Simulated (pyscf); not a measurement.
Thermochemistry of product channels of Cl–CH₂–CH₂–Cl + F atom (F•) on the doublet surface, in kcal/mol, from CCSD(T)/def2-TZVPP + ΔMP2(QZVPP) energies (ideal gas, 1 atm, RRHO with modes under 100 cm⁻¹ raised to 100, one conformer, R ln 2 for chiral ones without a mode under 150 cm⁻¹). PySCF, gas phase, ωB97X-D3(BJ)/def2-SVP geometries. Correlated levels are frozen-core, on RHF or UHF. ΔMP2 is the change of the MP2 total energy from the triple- to the quadruple-zeta basis.

| products | ΔE | ΔH(298 K) | ΔG(600 K) | ΔG(1200 K) |
|---|---|---|---|---|
| Cl–CH•–CH₂–Cl + hydrogen fluoride (HF) | -35.7 | -38.0 | -43.4 | -49.1 |
| Cl atom (Cl•) + F–CH₂–CH₂–Cl | -27.9 | -27.1 | -27.4 | -27.4 |

These are energies of the channels, which say nothing of barriers. The CCSD(T) − MP2 part came from Ansatz, without density fitting, on the same reference. Left out: orbital degeneracy and the spin-orbit lowering of Cl, F.
